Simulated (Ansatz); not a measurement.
**CCSDTQ/STO-3G run of CH2BN (SMILES BC#N)**

What is the vertical ionisation energy of CH2BN at CCSDTQ/STO-3G? 

The results are computed with Ansatz 0.2.0.

73 further runs of the same task are left out: 73 set aside as unsound or not needed.

### Step 1. Starting point

CH2BN: 5 atoms, total charge 0, spin state singlet. As SMILES, `BC#N`. The coordinates come from a PBE0-D4/def2-TZVP relaxation.

Bond lengths: B1–C2 1.522 Å, C2–N3 1.154 Å, B1–H4 1.189 Å, B1–H5 1.189 Å. Angles: B1–C2–N3 180.0°, C2–B1–H4 118.9°, C2–B1–H5 118.9°, H4–B1–H5 122.2°.

### Step 2. The energy at CCSDTQ/STO-3G

The input, molecule.yaml:

```yaml
crystal:
  periodic: [false, false, false]
  atoms:
    - symbol: B
      position_ang: [-0.219200, 0.441300, -0.341900]
    - symbol: C
      position_ang: [0.352700, -0.696700, 0.490700]
    - symbol: "N"
      position_ang: [0.786500, -1.559600, 1.122200]
    - symbol: H
      position_ang: [-0.744300, 0.187400, -1.377600]
    - symbol: H
      position_ang: [-0.125900, 1.554000, 0.065300]
basis:
  gaussian: {orbitals: STO-3G}
correlation: {method: ccsdtq, frozen_orbitals: {B: 1, C: 1, H: 0, "N": 1}}
accuracy: high
scf: {omitted_lower_state_checks: [cluster_reference, increment]}
```

Started as:

```sh
$ ansatz run molecule.yaml --threads 1 --pin off --max-ram 2610MiB --events-out events.jsonl --progress --plain --runs-dir runs
```

Output, shortened:

```text
Warning: RAYON_NUM_THREADS=1 ignored (pool sized by the plan → 1); use --threads N
Functional definition: HF
  name "HF"
[...]
296 factors; integrals over basis functions are off by at most 8.1e-9 eV
[...]
mean field -3173.98967783 eV, -116.6419692528 hartree, gradient 3.8e-8 eV, S^2 0.000000; 0 other end points of the search recorded, 0 dependent functions left out
3 core orbitals not correlated: weight in the atoms' cores, before any rotation towards them, 1.000 or more for the frozen orbitals, at most 0.000 for the correlated occupied ones
reference -3173.98967783 eV, -116.6419692528 hartree; 7, 7 occupied and 7, 7 virtual orbitals, 296 factors
second order -4.90113160 eV of doubles, -0.00000000 eV of singles
cycle   1  -5.03211582 eV  change   -1.3e-1 eV  update   7.0e-2
[...]
cycle  26  -5.48680628 eV  change   5.1e-10 eV  update  3.2e-10
Total energy: -3179.47648411 eV, -116.8436056645 hartree
Checks for a lower state left out: cluster_reference, increment
```

Wall time 8.4 s (1 thread of Arm Neoverse V1, shared host); peak memory 0.13 GiB.

### Step 3. The doublet cation

The input, job.yaml:

```yaml
crystal:
  periodic: [false, false, false]
  atoms:
    - {symbol: B, position_ang: [-0.219200, 0.441300, -0.341900]}
    - {symbol: C, position_ang: [0.352700, -0.696700, 0.490700]}
    - {symbol: N, position_ang: [0.786500, -1.559600, 1.122200]}
    - {symbol: H, position_ang: [-0.744300, 0.187400, -1.377600]}
    - {symbol: H, position_ang: [-0.125900, 1.554000, 0.065300]}
basis:
  gaussian:
    orbitals: STO-3G
total_charge: 1
magnetization:
  spin_polarized: true
  initial_magnetization: 1
correlation:
  method: ccsdtq
  frozen_orbitals: {B: 1, C: 1, H: 0, "N": 1}
accuracy: high
scf:
  omitted_lower_state_checks: [cluster_reference, increment]
```

Started as:

```sh
$ ansatz run job.yaml --threads 1 --pin off --max-ram 2610MiB --events-out events.jsonl --progress --plain --runs-dir runs
```

Output:

```text
Warning: RAYON_NUM_THREADS=1 ignored (pool sized by the plan → 1); use --threads N
[... 15 lines left out ...]
3 core orbitals not correlated: weight in the atoms' cores, before any rotation towards them, 1.000 or more for the frozen orbitals, at most 0.000 for the correlated occupied ones
[... 51 lines left out ...]
Total energy: -3168.71595245 eV, -116.4481634197 hartree
Checks for a lower state left out: cluster_reference, increment
```

Wall time 69 s (1 thread of Arm Neoverse V1, shared host); peak memory 0.3 GiB.

### Step 4. Summary of results

At CCSDTQ/STO-3G, 3 core orbitals frozen:

| quantity | value |
| --- | --- |
| singlet CH2BN: total energy | -116.84361 Eh |
| singlet CH2BN: correlation energy (3 core orbitals frozen) | -201.6 mEh |
| singlet CH2BN: T1 diagnostic | 0.008 |
| doublet cation: total energy | -116.44816 Eh |
| doublet cation: correlation energy (3 core orbitals frozen) | -183.1 mEh |
| doublet cation: ⟨S²⟩ of the reference determinant | 1.135 |
| doublet cation: T1 diagnostic | 0.058 |
| vertical ionisation energy (to the doublet cation) | 10.761 eV |

**Reading.** Removing an electron at fixed nuclei costs 10.76 eV (1038 kJ/mol). In a minimal basis such a difference can be off by several eV, whatever the method. ⟨S²⟩ (doublet cation) is 1.13 where a pure doublet has 0.75: the reference is spin-contaminated.
